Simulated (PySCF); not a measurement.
**SiP⁻ at r²SCAN**

Computed with r²SCAN; basis Si aug-cc-pVDZ-DK, P aug-cc-pVDZ-DK; spin-free X2C with a Gaussian nucleus; PySCF 2.14.

| Property | Result |
| --- | --- |
| state | ¹Σ⁺ (singlet), closed shell |
| bond length | 2.029 Å |
| harmonic wavenumber | 679 cm⁻¹ |
| force constant | 4.00 mdyn/Å |
| rotational constant Be | 0.2785 cm⁻¹ |
| anharmonicity ωexe | 2.19 cm⁻¹ |
| vibration–rotation constant αe | 0.00131 cm⁻¹ |
| well depth De to Si⁻ + P | 4.95 eV |
| dissociation energy D0 | 4.91 eV |
| HOMO–LUMO gap | 3.23 eV |
| bond order (Mayer) | 2.70 |
| dipole moment (positive dipole points towards P; it is taken about the centre of mass and depends on that origin) | -0.27 D |

For an ion De counts to the pair picked by the measured ionisation energies or electron affinities, which need not be the lowest pair at this level.
